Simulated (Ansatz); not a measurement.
A nudged elastic band was laid between two geometries of BH$_{3}$OSi (6 atoms, charge 0, multiplicity 1).

These are results of RKS B3LYP/def2-TZVP in Ansatz, not measurements.

```yaml
movable_images: 5
climbing_image: yes
spring: 5.0 eV/Å²
optimiser: quadratic models (default)
start_path: through a guess of the saddle point
force_threshold: 0.03 eV/Å
iteration_limit: 60
end_points: relaxed
```

First end point:

```xyz
6
Properties=species:S:1:pos:R:3
B 0.256 -0.530 -0.858
Si -0.237 0.478 0.803
O -0.464 1.987 0.741
H -0.585 -0.970 -1.575
H 1.395 -0.656 -1.177
H -0.366 -0.308 2.065
```

Last end point:

```xyz
6
Properties=species:S:1:pos:R:3
B 0.167 -0.768 -0.229
Si -0.237 1.121 0.324
O -0.549 2.532 0.754
H 1.287 -0.635 -0.641
H -0.702 -0.935 -1.041
H 0.035 -1.315 0.833
```

**Question.** Which bonds break or form, and what moves?

**Answer.** Bonds broken: Si2–H6. Bonds formed: B1–H6.

**Question.** What energy profile does the band end with?

**Answer.** The run converged. The highest image is number 5 of 0 to 6, 37.9 kJ/mol above the first end and 102.7 kJ/mol above the last; the last end lies 64.8 kJ/mol below the first. The profile has 2 maxima (images 2, 5) with wells between them (image 3): this band takes more than one step, which may be the mechanism or a detour left from its start path. A vibrational analysis at the climbing image gives one clearly imaginary mode, 426i cm⁻¹: a first-order saddle point. The orbitals stay closed-shell, which can raise the energy where a bond breaks towards radicals; this wasn't checked here.

```
image  path coordinate (Å)  energy (kJ/mol)  Si2–H6 (Å)  B1–H6 (Å)
    0                 0.00              0.0        1.49       3.00
    1                 0.92              5.5        1.49       2.99
    2                 1.83             10.6        1.49       3.00
    3                 2.75              4.6        1.49       3.00
    4                 3.67              6.7        1.49       2.73
    5                 4.59             37.9        1.58       1.99
    6                 5.85            -64.8        2.50       1.20
```

**Question.** What is the geometry of the highest image?

**Answer.** 
```xyz
6
Properties=species:S:1:pos:R:3
B 0.339 -0.517 -0.733
Si -0.145 0.885 0.451
O -0.364 2.223 1.133
H 1.305 -1.140 -0.437
H -0.527 -0.935 -1.429
H -0.607 -0.517 1.015
```

The run took 2.9 min on 2 threads of Arm Neoverse V2, with other jobs on the host, peak memory 0.23 GiB.
